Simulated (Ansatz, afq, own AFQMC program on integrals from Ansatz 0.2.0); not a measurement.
## Where AFQMC and coupled cluster stand for O⁺, doublet

A free O cation.

Basis aug-cc-pVTZ. Only valence electrons are correlated. Ansatz 0.2.0 and our own AFQMC program on the same integrals; the CISD trial comes from CCSD amplitudes, and released means the phaseless constraint is let go. Error bars are statistical, one sigma.

Determinant: ROHF, the one that the program's search chose, which needn't be the lowest solution.

Full CI is exact in this basis; its frozen core comes from its own orbitals, which moves totals by up to a few meV.

Cautions: a spin-contaminated unrestricted determinant lies lower (UHF 2.92 eV lower, ⟨S²⟩ 1.76); strong correlation (T1 0.012, weight of the determinant 0.80, largest double 0.45); (T) is large, 7 % of the CCSD correlation; the CCSDT(Q) amplitudes may be one of several solutions (largest double 0.96); the released energies are still falling, so no released level is given (meV from the phaseless value at times in 1/Eh: -14 ± 5 at 0.24, -18 ± 4 at 0.51, -28 ± 5 at 0.99, -35 ± 6 at 1.62, -1 ± 29 at 2.40); the ph-AFQMC/CISD walk drifts between its halves (2.8 errors); full CI with its own frozen core; a state of higher spin lies lower (by 3.43 eV).

```
T1 diagnostic                               : 0.0118
weight of the determinant in the CISD state : 0.797
size of the correlated space                : 5 electrons in 45 orbitals
```

Reference: full CI, correlation energy -4.797 eV. The cautions show a poor starting determinant, so the rows tell how each method copes with it here, and full CI is the sure value.

```csv
level,E − E(reference) (kJ/mol),share of correlation (%)
HF,462.9,0.00
MP2,145.8,68.51
CCSD,50.1,89.18
CCSD(T),20.5,95.57
CCSDT,-0.1,100.01
CCSDT(Q),0.0,100.00
ph-AFQMC/CISD,14.9 ± 0.3,96.79
```

CCSDT and higher add their correlation energy to the determinant of the CCSD(T) run, since their own runs factorise the integrals more tightly (a shift of under 2 meV).
